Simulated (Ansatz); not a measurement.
Ansatz input

```yaml
crystal:
  lattice:
    - [-1.4392031176, 1.4392031176, 1.4392031176]
    - [1.4392031176, -1.4392031176, 1.4392031176]
    - [1.4392031176, 1.4392031176, -1.4392031176]
  atoms:
    - { symbol: Cr, position: [0.0, 0.0, 0.0], spin: 1.5, spin_axis: [0, 0, 1] }
hamiltonian:
  xc: blyp
  pseudopotentials:
    kind: paw_fr
    azcp:
      Cr: "pseudopotentials/Cr.paw.azcp"
basis:
  ecutwfc: 420
  fft_grid_basis: typed
kpoints:
  mp_grid: { grid: [15, 15, 15], shift: [0, 0, 0] }
magnetization:
  noncollinear: true
  spin_orbit: true
scf:
  occupations: { method: fermi_dirac, width: 0.05 }
```

and its output:

```
Engine: ansatz 0.2.0, x86_64-unknown-linux-gnu
Pseudopotentials: kind: paw_fr
Pseudopotential: Cr, paw_fr, valence charge 14, recommended cutoff 420 eV (normal) 
Functional definition: BLYP
  parameter beta = 0.0042
  parameter a = 0.04918
  parameter b = 0.132
  parameter c = 0.2533
  parameter d = 0.349
  exchange = b88_x(beta = beta)
  correlation = lyp_c(a = a, b = b, c = c, d = d)
Crystal: 1 atoms, lattice volume = 11.924 Å³
Basis set: ecut = 420 eV, 225 PW (Γ), exchange–correlation on 36×36×36 points (8 copies of the dense FFT grid, shifted against one another)
Bands: 22, of which v1, the nominal top of the filled ones, is band 14 counted from 1 (13 counted from 0)
Symmetry: 8 space group operations + 8 with time reversal
Magnetic group: BNS 139.537 (UNI 1197), of the structure as read, at distance tolerance 2.3e-5 Å
k-points: 288 of 3375 (time reversal used)
Projection manifold: j_resolved (fully-relativistic pseudo-atomic orbitals)
Non-local potential: Cr, projectors of the file, l = 0: 3, l = 1: 4, l = 2: 6, l = 3: 2
PAW form: soft (Blöchl's): semilocal exchange-correlation on the pseudo side does not see the compensation charge
PAW frozen core: Cr, regenerated for the run's functional, and the local potential with it (the file was generated under x = pbe(κ = 0.804, μ = 0.2195149727645171), c = pbe(β = 0.06672455060314922))
PAW one-centre angular grid: Cr, 590 points (default); XC on its mesh's 2623 points in the sphere
Initial density: superposition of atomic densities (chi_scale 0.1, normalization cell)
Starting moments: Σ|m| = 1.5 μB on 1 of 1 site
Initial wavefunctions: pseudopotential atomic-orbital guess
Functional: x = b88, c = lyp
SCF iter   1: F=—  HF=-3385.733788 eV  |F-HF|=—  |Δ(HF+E_count)|=         —  Δρ=2.41e-1  dr2=4.98e0  dr2_m=1.59e0  ethr=3.10e-3  |M|=2.51e-1 ∫|m|=2.92e-1 μB  |m|>n=0.0e0 m-floor=0.0e0 τ_xc=0.0e0  β_m=0.30  ⟨swp⟩=6.4  Hψ=32880  notcnv=0  defer=14
SCF iter   2: F=—  HF=-3384.540555 eV  |F-HF|=—  |Δ(HF+E_count)|=    1.19e0  Δρ=1.62e-1  dr2=1.43e-1  dr2_m=7.19e-1  ethr=3.10e-3  |M|=2.96e-1 ∫|m|=3.12e-1 μB  |m|>n=0.0e0 m-floor=0.0e0 τ_xc=6.4e-7  β_m=0.30  ⟨swp⟩=2.1  Hψ=14531  notcnv=0  defer=530
SCF iter   3: F=—  HF=-3384.587297 eV  |F-HF|=—  |Δ(HF+E_count)|=   4.67e-2  Δρ=1.22e-1  dr2=2.76e-2  dr2_m=4.07e-1  ethr=1.02e-3  |M|=2.59e-1 ∫|m|=2.76e-1 μB  |m|>n=0.0e0 m-floor=0.0e0 τ_xc=1.9e-6  β_m=0.30  ⟨swp⟩=2.1  Hψ=9361  notcnv=0  defer=473
SCF iter   4: F=—  HF=-3384.622733 eV  |F-HF|=—  |Δ(HF+E_count)|=   3.54e-2  Δρ=9.45e-2  dr2=3.03e-4  dr2_m=2.44e-1  ethr=1.97e-4  |M|=2.18e-1 ∫|m|=2.34e-1 μB  |m|>n=0.0e0 m-floor=0.0e0 τ_xc=3.6e-6  β_m=0.30  ⟨swp⟩=2.0  Hψ=11777  notcnv=0  defer=471
SCF iter   5: F=—  HF=-3384.649498 eV  |F-HF|=—  |Δ(HF+E_count)|=   2.68e-2  Δρ=7.39e-2  dr2=2.61e-4  dr2_m=1.49e-1  ethr=2.17e-6  |M|=1.86e-1 ∫|m|=2.00e-1 μB  |m|>n=0.0e0 m-floor=0.0e0 τ_xc=3.1e-6  β_m=0.30  ⟨swp⟩=2.1  Hψ=12112  notcnv=0  defer=435
SCF iter   6: F=—  HF=-3384.665763 eV  |F-HF|=—  |Δ(HF+E_count)|=   1.63e-2  Δρ=5.86e-2  dr2=2.90e-6  dr2_m=9.39e-2  ethr=1.86e-6  |M|=1.56e-1 ∫|m|=1.68e-1 μB  |m|>n=0.0e0 m-floor=0.0e0 τ_xc=2.7e-6  β_m=0.30  ⟨swp⟩=2.1  Hψ=10864  notcnv=0  defer=412
Mixer restart at iter 6: flushing history
spin-set hold released at iteration 6 (site moments contracting): the magnetisation degrees of freedom join the quasi-Newton model from the next iteration; the mixer history was flushed
SCF iter   7: F=—  HF=-3384.675882 eV  |F-HF|=—  |Δ(HF+E_count)|=   1.01e-2  Δρ=4.68e-2  dr2=5.50e-6  dr2_m=5.99e-2  ethr=2.07e-8  |M|=1.31e-1 ∫|m|=1.42e-1 μB  |m|>n=0.0e0 m-floor=0.0e0 τ_xc=3.5e-5  β_m=0.54  ⟨swp⟩=2.9  Hψ=11751  notcnv=0  defer=400
SCF iter   8: F=—  HF=-3384.693611 eV  |F-HF|=—  |Δ(HF+E_count)|=   1.77e-2  Δρ=9.73e-3  dr2=2.60e-5  dr2_m=2.59e-3  ethr=2.07e-8  |M|=3.70e-2 ∫|m|=4.24e-2 μB  |m|>n=0.0e0 m-floor=0.0e0 τ_xc=2.5e-6  β_m=0.82  ⟨swp⟩=3.9  Hψ=16519  notcnv=0  defer=402
SCF iter   9: F=—  HF=-3384.694713 eV  |F-HF|=—  |Δ(HF+E_count)|=   1.10e-3  Δρ=1.45e-3  dr2=1.09e-4  dr2_m=5.75e-5  ethr=2.07e-8  |M|=7.52e-3 ∫|m|=9.73e-3 μB  |m|>n=0.0e0 m-floor=0.0e0 τ_xc=3.6e-7  β_m=0.83  ⟨swp⟩=3.0  Hψ=13883  notcnv=0  defer=392
SCF iter  10: F=—  HF=-3384.694769 eV  |F-HF|=—  |Δ(HF+E_count)|=   5.57e-5  Δρ=1.17e-3  dr2=1.18e-4  dr2_m=1.56e-5  ethr=2.07e-8  |M|=4.01e-3 ∫|m|=5.28e-3 μB  |m|>n=0.0e0 m-floor=0.0e0 τ_xc=8.5e-8  β_m=0.69  ⟨swp⟩=2.9  Hψ=11492  notcnv=0  defer=392
SCF iter  11: F=—  HF=-3384.694758 eV  |F-HF|=—  |Δ(HF+E_count)|=   1.12e-5  Δρ=1.56e-4  dr2=1.91e-6  dr2_m=6.63e-7  ethr=2.07e-8  |M|=5.74e-4 ∫|m|=9.28e-4 μB  |m|>n=0.0e0 m-floor=0.0e0 τ_xc=2.7e-9  β_m=0.84  ⟨swp⟩=2.7  Hψ=10810  notcnv=0  defer=389
iter 12 did not close the SCF: its close was put off for a magnetic moment that had not settled (scf_convergence_deferred on its scf_iter line)
SCF iter  12: F=-3384.694759 eV  HF=-3384.694759 eV  |F-HF|=3.90e-8  |Δ(HF+E_count)|=   1.19e-6  Δρ=4.38e-5  dr2=1.24e-8  dr2_m=5.26e-8  ethr=7.14e-10  |M|=2.36e-4 ∫|m|=2.84e-4 μB  |m|>n=0.0e0 m-floor=0.0e0 τ_xc=1.4e-10  β_m=0.92  ⟨swp⟩=1.1  Hψ=17796  notcnv=0
iter 13 did not close the SCF: its close was put off for a magnetic moment that had not settled (scf_convergence_deferred on its scf_iter line)
SCF iter  13: F=-3384.694759 eV  HF=-3384.694759 eV  |F-HF|=3.02e-10  |Δ(HF+E_count)|=   8.20e-8  Δρ=4.16e-6  dr2=2.95e-10  dr2_m=4.80e-10  ethr=8.86e-11  |M|=2.20e-5 ∫|m|=2.45e-5 μB  |m|>n=0.0e0 m-floor=0.0e0 τ_xc=4.4e-12  β_m=0.96  ⟨swp⟩=1.0  Hψ=17563  notcnv=0
SCF iter  14: F=-3384.694759 eV  HF=-3384.694759 eV  |F-HF|=2.27e-11  |Δ(HF+E_count)|=  8.11e-10  Δρ=7.42e-7  dr2=2.63e-11  dr2_m=3.03e-12  ethr=2.11e-12  |M|=9.08e-8 ∫|m|=1.43e-6 μB  |m|>n=0.0e0 m-floor=0.0e0 τ_xc=2.8e-14  ⟨swp⟩=1.0  Hψ=17477  notcnv=0
WARN: the starting moments were not kept: the SCF closed with an absolute magnetisation of 1.4e-6 μB, where they sum to 1.5 μB in size (1 site). That is at most 0.1 of that sum. Measured as dr2_m measures the in/out step, that magnetisation stands 9.0e-13 eV from none, at or under the dr2_threshold of 1.0e-7 eV: it is no larger than a step whose dr2_m would equal this threshold. The system may hold no moment; this SCF shows only that its start led to no more than that. To try another start: raise the starting moments (crystal.atoms[].spin, magnetization.per_species, magnetization.initial_magnetization, or on a non-collinear deck that types none of these the spinor_matrix: blocks that start its atoms; where the total moment is fixed, keep their sum and leave initial_magnetization as it is; typed ones take the place of any that the run laid by itself, positive ones on a crystal's lanthanoids without a Hubbard term where scf.initial_density.shell_occupations: [] is typed) or, if the notice of its spin-set hold's release reads "site moments contracting" or "site moments show no strong build", lengthen the hold (scf.mixing.spin_hold: { on: { confirm: 4 } }; for m-r²SCAN on two components see the key's manual first). Each may lead to a state that holds a moment. A second SCF, from the converged charge density, with the starting moments and any scf.initial_density.shell_occupations laid on it anew, would have followed, and was not run: the deck does not ask for one (magnetization.retry_lost_moments is false, the default). To let it run, set magnetization.retry_lost_moments: true and run the deck again, where that key's refused combinations let it; where memory then withholds it, that run's warning says so.
SCF 1 converged in 14 iterations: F = -3384.694759 eV  dr2 = 2.63e-11
SCF converged after 14 iterations
Stability not checked: this state was not tested for a lower state beside it, because this non-collinear magnet's GGA is evaluated by the locally collinear projection, under which the energy is not smooth in the magnetisation (locally_collinear_gga; see scf.lower_state_search)
Magnetization: |M| = 0.0000 μB,  M = (+0.0000, -0.0000, +0.0000) μB
Absolute magnetization: 0.0000 μB (∫|m|, with the PAW one-centre terms)
  site 0: m = (-0.0000, -0.0000, -0.0000) μB, |m| = 0.0000 μB  (R = 1.03 Å)
Free energy (F): -3384.694759 eV
Harris-Foulkes:  -3384.694759 eV  (|F-HF|=2.27e-11)
Internal energy: -3384.687156 eV  (E = F + TS)
E sigma→0 (E₀):  -3384.690958 eV
Entropy (-TS):   -0.007603 eV (-7.603 meV/atom)
Fermi energy:    19.209153 eV
--- Per-component energies (eV) ---
  E_band       = -146.219047
  E_kinetic    = 343.467603
  E_local      = -1207.118001  (includes V_loc(G=0)·N_el)
  E_nonlocal   = 78.687351
  E_hartree    = 526.774430
  E_xc         = -138.065563
  E_vxc        = -175.709167  (∫ρ·V_xc dr)
  E_paw        = -1204.280029  (= ΣΔE_a)
  E_vpaw       = -239.095992  (= ΣTr[D̂ρ^β])
  E_aug_tail   = 0.000375  (compensation charges beyond the density's cutoff)
  E_ewald      = -1784.167830
  E_core_change = 0.014507  (= ΣΔE_core)
  E_smearing   = -0.007603  (= −TS)
  E_closure    = 0.000000  (closes the sum)
  Σ components = -3384.694759   (vs F -3384.694759, Δ=0.00e0)
```
